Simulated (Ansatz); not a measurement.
The input, for Ansatz 0.2.0:

```yaml
crystal:
  periodic: [false, false, false]
  atoms:
    - {symbol: Ge, position_ang: [0.000000, 0.198796, 0.649024]}
    - {symbol: Na, position_ang: [0.000000, -0.704758, -2.098236]}
    - {symbol: H, position_ang: [0.000000, 1.747831, 1.084273]}
basis:
  gaussian: {orbitals: cc-pVTZ}
magnetization: {spin_polarized: false}
correlation: {method: bccd_t, electrons: outside_noble_gas}
accuracy: high
output: {forces: true}
```

```sh
$ ansatz run in.yaml --threads 1 --pin off --events-out ev --progress --plain --max-ram 2393MiB
```

Output:

```
1291 factors; integrals over basis functions are off by at most 4.5e-9 eV
mean field evaluation 1: about -60893.0149 eV, gradient 6.5e0 eV
mean field evaluation 2: about -60893.0507 eV, gradient 6.6e0 eV
mean field evaluation 4: about -60893.3095 eV, gradient 8.4e-1 eV
mean field evaluation 8: about -60893.3138 eV, gradient 3.4e-3 eV
mean field evaluation 16: about -60893.2444 eV, gradient 2.1e0 eV
mean field evaluation 32: about -60892.3512 eV, gradient 5.5e-8 eV
mean field evaluation 64: about -60893.2102 eV, gradient 2.3e0 eV
mean field evaluation 96: about -60882.4824 eV, gradient 1.7e1 eV
mean field evaluation 128: about -60887.6769 eV, gradient 2.3e0 eV
mean field evaluation 160: about -60885.6852 eV, gradient 2.4e0 eV
mean field -60893.31376575 eV, -2237.7880059209 hartree, gradient 4.1e-8 eV, S^2 0.000000; 7 other end points of the search recorded, 0 dependent functions left out; unrestricted orbitals would lower it
...
determinant -60893.31376575 eV, -2237.7880059209 hartree, with singles and doubles -60896.90121459 eV, -2237.9198422340 hartree
determinant -60892.35122394 eV, -2237.7526331618 hartree, with singles and doubles -60896.07945192 eV, -2237.8896430130 hartree
19 core orbitals not correlated: weight in the atoms' cores, before any rotation towards them, 1.000 or more for the frozen orbitals, at most 0.000 for the correlated occupied ones
reference -60893.31376575 eV, -2237.7880059209 hartree; 3, 3 occupied and 69, 69 virtual orbitals, 1291 factors
second order -2.84694912 eV of doubles, -0.00000000 eV of singles
...
cycle  21  -3.50435426 eV  change    5.7e-9 eV  update   3.3e-8
cycle  22  -3.50435413 eV  change    1.3e-7 eV  update   1.9e-7
cycle  23  -3.50435411 eV  change    2.1e-8 eV  update   8.6e-8
cycle  24  -3.50435409 eV  change    1.5e-8 eV  update   3.3e-8
cycle  25  -3.50435409 eV  change    5.2e-9 eV  update   1.6e-8
cycle  26  -3.50435409 eV  change  -4.8e-10 eV  update   8.1e-9
cycle  27  -3.50435409 eV  change  -4.7e-10 eV  update   5.1e-9
cycle  28  -3.50435409 eV  change   -1.3e-9 eV  update   3.8e-9
cycle  29  -3.50435409 eV  change  -6.2e-10 eV  update   2.1e-9
cycle  30  -3.50435409 eV  change  -2.1e-10 eV  update  7.4e-10
perturbative correction -0.14221882 eV, -0.0052264451 hartree
the calculation of the forces begins
Total energy: -60896.96033866 eV, -2237.9220150034 hartree
Atom 0 at     0.000000     0.198796     0.649024 Å, force    -0.000000    -0.117694     0.500609 eV/Å
Atom 1 at     0.000000    -0.704758    -2.098236 Å, force     0.000000     0.190628    -0.089706 eV/Å
Atom 2 at     0.000000     1.747831     1.084273 Å, force     0.000000    -0.072934    -0.410903 eV/Å
Dipole moment:    -0.000000    -0.631427    -1.172154 e Å
```

Forces (eV/Å):
```
Ge   0.000 -0.118  0.501
Na   0.000  0.191 -0.090
H    0.000 -0.073 -0.411
```

Ran on 1 thread of Arm Neoverse V1, shared host: 27 s wall, 0.6 GiB peak host memory.
